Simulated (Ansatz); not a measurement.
Two structures of BNH8O, closed shell, reached by relaxing down either side of one saddle point (PBE0-D4/def2-TZVP). Energies are electronic, without zero-point energy. Ansatz 0.2.0; basis: def2-TZVPP and def2-QZVPP; cores frozen in the correlated methods. Extrapolation: Hartree–Fock as exp(−7.88 √X), correlation as X^−2.97. First:

B1  (-1.136, -0.869, -0.518)
H2  (-1.416, 0.209, -1.017)
H3  (-0.209, -1.422, -1.071)
H4  (-2.095, -1.579, -0.336)
H5  (0.227, 0.102, 0.798)
O6  (-0.557, -0.536, 0.958)
H7  (1.160, 0.754, -0.861)
N8  (1.426, 0.935, 0.102)
H9  (-1.233, -0.079, 1.467)
H10  (1.483, 1.938, 0.230)
H11  (2.350, 0.546, 0.248)
(Å)

Second:

| atom | x (Å) | y (Å) | z (Å) |
| --- | --- | --- | --- |
| B1 | -1.0139 | -1.4010 | 0.0505 |
| H2 | -0.9598 | 0.9321 | -1.9519 |
| H3 | -0.0421 | -1.8778 | -0.4566 |
| H4 | -2.1043 | -1.4693 | -0.4457 |
| H5 | 1.0520 | 0.5282 | 0.8343 |
| O6 | -0.8390 | -0.7920 | 1.2446 |
| H7 | -0.3484 | 1.0666 | -1.5364 |
| N8 | 1.5773 | 1.0748 | 0.1612 |
| H9 | -1.6481 | -0.4197 | 1.6044 |
| H10 | 1.9817 | 1.8613 | 0.6539 |
| H11 | 2.3447 | 0.4968 | -0.1584 |

(1) Which bonds change from the first to the second?

(2) Give the saddle point's structure and its height above each. (To be estimated.)

The T1 diagnostic stays at or below 0.012.

Answers

(1) BH₃ + H₂O + NH₃ → BH₃O ([BH2][OH]) + NH₃ + H₂; bonds formed: H2–H7, H5–N8; dative contacts that become bonds: B1–O6; bonds broken: B1–H2, H5–O6, H7–N8.

(2) Computed: 65.5 kJ/mol above the first and 83.0 kJ/mol above the second (CCSD(T) at an estimated basis limit (MP2 extrapolated from triple and quadruple zeta, plus CCSD(T) − MP2 in triple zeta)).
```
11
angstrom
B -0.8972 -0.8470 -0.3372
H -0.6836 0.2814 -1.0458
H -0.0684 -1.6175 -0.7807
H -2.0392 -1.0635 -0.6788
H 0.8950 0.4381 0.9136
O -0.6910 -0.5934 1.0879
H 0.2363 0.5628 -0.6420
N 1.2539 0.8820 0.0570
H -1.5125 -0.3382 1.5063
H 1.4107 1.8729 0.1835
H 2.0960 0.4223 -0.2638
```

The step is the kind of ligand exchange by which a precursor binds to a hydroxyl group, or is hydrolysed, in atomic layer deposition of oxides.

Labels in which every atom is bracketed show which atoms are joined, not bond orders.

For scale, one of the runs: CCSD(T)/def2-TZVPP, 205 basis functions (an equivalent command: `ansatz run in.yaml --threads 2`). Time: 41 s of wall clock on 2 CPU threads; the host was shared. Peak host memory: 3 GiB.
